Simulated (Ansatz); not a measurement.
Exact exchange and the vertical energy of the triplet above the singlet of C2H7N (dimethylamine)

C2H7N has 10 atoms, charge 0, and is taken as a singlet. SMILES: `CNC`. Geometry: relaxed at PBE0-D4/def2-TZVP.

The vertical energy of the triplet above the singlet y, in eV, basis cc-pVDZ; a is the functional's share of exact exchange. Programs: Ansatz 0.2.0.

| functional | program | a | y (eV) |
| --- | --- | --- | --- |
| PBE | Ansatz | 0 | 5.98 |
| revPBE | Ansatz | 0 | 6.03 |
| B3LYP | Ansatz | 0.2 | ? |
| PBE0 | Ansatz | 0.25 | 6.24 |
| r2SCAN0 | Ansatz | 0.25 | 6.24 |
| BHLYP | Ansatz | 0.5 | 6.41 |

Q: Fit y = c + s·a to the known rows and predict B3LYP.

A: 
1. Means of the 5 rows: a = 0.2000, y = 6.180.
2. Σ(Δa)² = 0.175, Σ(Δa·Δy) = 0.145, so the slope is 0.145/0.175 = 0.82857.
3. Intercept: 6.180 − (0.82857) × 0.2000 = 6.014. The largest residual of the fit is 0.034.
4. B3LYP: 6.014 + (0.82857) × 0.2 = 6.18 eV.

The run gave 6.20 eV, so the prediction is off by -0.02 eV, within the scatter of the fit.
